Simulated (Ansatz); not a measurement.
fcc Ir, treated with r²SCAN+rVV10 (plane waves, PAW; Ansatz, a program for electronic structure).

Settings: plane-wave cutoff 560 eV, 24×24×24 k mesh, Fermi–Dirac smearing 0.05 eV, no spin polarisation, scalar-relativistic PAW data made under PBE.

Energies at three volumes about the minimum:

| V (Å³/atom) | E − E_lowest (meV/atom) |
|---|---|
| 13.802 | 7.10 |
| 14.083 | 0.00 |
| 14.365 | 6.61 |

### Question
Fit a parabola by hand: where is the minimum, what lattice constant follows, and what is the bulk modulus?

### Answer
Slopes: (0.00 − 7.10)/(14.083 − 13.802) = -25.267 and (6.61 − 0.00)/(14.365 − 14.083) = 23.440 meV/Å³. Curvature E″ = 2 × (23.440 − (-25.267))/(14.365 − 13.802) = 173.027 meV/Å⁶. From the middle of the first interval, the slope vanishes at V0 = 13.9425 − (-25.267)/173.027 = 14.089 Å³/atom. B = V0 E″ = 14.089 × 173.027 meV/Å³ × 0.1602 GPa per meV/Å³ = 391 GPa. With 4 atoms in the cube, a = (4 × 14.089)^(1/3) = 3.834 Å. The full Birch–Murnaghan fit to all volumes gives V0 = 14.083 Å³/atom and B0 = 389 GPa.

Measured, for comparison: bulk modulus 365 GPa (corrected for temperature and zero-point phonon effects; as tabulated in Levämäki et al. (2014), arXiv:1402.3671); lattice constant a 3.831 Å (static lattice: zero-point anharmonic expansion removed; as tabulated in Mejia-Rodriguez and Trickey (2018), arXiv:1807.09216). Computed (rounded) less measured: bulk modulus +7 %.
